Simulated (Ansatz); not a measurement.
# C3H7N: the cost of one run

All numbers below are computed with Ansatz 0.2.0 (RKS PBE0-D4/STO-3G).

## 1. Starting point

Bond lengths: C1–C2 1.283 Å, C2–C3 1.500 Å, C2–N4 1.417 Å, C1–H5 1.123 Å, C1–H6 1.125 Å, C3–H7 1.058 Å, C3–H8 1.155 Å, C3–H9 1.126 Å, N4–H10 0.999 Å, N4–H11 1.038 Å. Angles (14 of 15 angles, heavy atoms first): C1–C2–C3 120.7°, C1–C2–N4 121.5°, C3–C2–N4 117.7°, C2–C1–H5 123.6°, C2–C1–H6 124.5°, C2–C3–H7 111.9°, C2–C3–H8 107.1°, C2–C3–H9 113.4°, C2–N4–H10 110.3°, C2–N4–H11 108.0°, H5–C1–H6 111.8°, H7–C3–H8 107.6°, H7–C3–H9 111.4°, H8–C3–H9 105.0°.

As a file:

```xyz
11

C    -0.2948    1.3610   -0.1203
C     0.0851    0.1351   -0.1335
C    -0.2288   -0.7766    1.0152
N     0.8856   -0.3804   -1.1823
H    -0.1308    2.0709   -0.9747
H    -0.9079    1.8288    0.6992
H    -0.7586   -1.6375    0.7015
H     0.7797   -1.1277    1.4545
H    -0.7526   -0.2590    1.8669
H     0.7125    0.1214   -2.0283
H     0.6759   -1.3930   -1.2776
```

## 2. End point A

Contents of input.yaml:

```yaml
crystal:
  periodic: [false, false, false]
  atoms:
    - { symbol: C, position_ang: [-0.2948, 1.361, -0.1203] }
    - { symbol: C, position_ang: [0.0851, 0.1351, -0.1335] }
    - { symbol: C, position_ang: [-0.2288, -0.7766, 1.0152] }
    - { symbol: "N", position_ang: [0.8856, -0.3804, -1.1823] }
    - { symbol: H, position_ang: [-0.1308, 2.0709, -0.9747] }
    - { symbol: H, position_ang: [-0.9079, 1.8288, 0.6992] }
    - { symbol: H, position_ang: [-0.7586, -1.6375, 0.7015] }
    - { symbol: H, position_ang: [0.7797, -1.1277, 1.4545] }
    - { symbol: H, position_ang: [-0.7526, -0.259, 1.8669] }
    - { symbol: H, position_ang: [0.7125, 0.1214, -2.0283] }
    - { symbol: H, position_ang: [0.6759, -1.393, -1.2776] }
basis:
  gaussian: { orbitals: STO-3G }
hamiltonian:
  xc: pbe0
  dispersion: d4
relax:
  f_tol: 0.015
  max_steps: 40
```

Launch:

```bash
$ ansatz run input.yaml --threads 1 --pin off --max-ram 2048MiB --backend cpu --events-out ev --progress --plain --runs-dir out
```

Q: Estimate wall time and peak memory on 1 thread of Arm Neoverse V1, shared host.

About 19 s, with a peak of 0.099 GiB.
